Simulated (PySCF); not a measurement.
FH, SMILES F. Atoms are numbered in the order given.

```xyz
2

F      0.0000     0.0000    -0.0925
H      0.0000     0.0000     0.8329
```

The structure is a stationary point at B3LYP-D3(BJ)/def2-TZVPD.

Level of theory: PySCF with PBE0/pcJ-2.

Isotropic couplings with Fermi-contact, spin-dipole and both spin-orbit terms, one fixed conformer, no vibrational averaging. Isotopes: 19F, 1H.

**Question.** Estimate the spin–spin coupling constants. (An estimate is asked for; the answer gives what the named calculation found.)

**Answer.** 
```
pair   bonds apart  J (Hz)
-----  -----------  ------
F1–H2            1   387.2
```
